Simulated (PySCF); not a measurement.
# Adding and removing an electron: OH

UHF; basis H def2-TZVPPD, O def2-TZVPPD; no relativity; PySCF 2.14. Neutral (UHF): doublet (π ↑), Re = 0.951 Å, ωe = 4044 cm⁻¹, De = 2.97 eV, HOMO -14.00 eV, LUMO 1.60 eV.

OH⁺ (UHF): triplet (π ↑↑), Re = 1.008 Å, ωe = 3352 cm⁻¹, De = 5.22 eV to H⁺ + O. The energies at the minima are -75.42504 hartree for OH and -75.00783 for OH⁺.

Problem. Work out the adiabatic ionisation energy, without and with harmonic zero-point energies (1 hartree = 27.2114 eV, 1 eV = 8065.5 cm⁻¹), and the change of the bond length.

Solution. At UHF: 0.41721 hartree = 11.353 eV between the minima; the zero-point term (3352.0 − 4044.0)/2 cm⁻¹ = -0.043 eV makes it 11.310 eV. Re changes by +5.7 pm against the neutral. The electron leaves a π orbital, which is non-bonding in a hydride.

For an ion De counts to the pair picked by the measured ionisation energies or electron affinities, which need not be the lowest pair at this level. Hartree–Fock leaves out correlation, which carries a large part of most bond energies and some tenths to 1 eV of ionisation energies. States were picked by a PBE0 search and need not be the measured ground states.
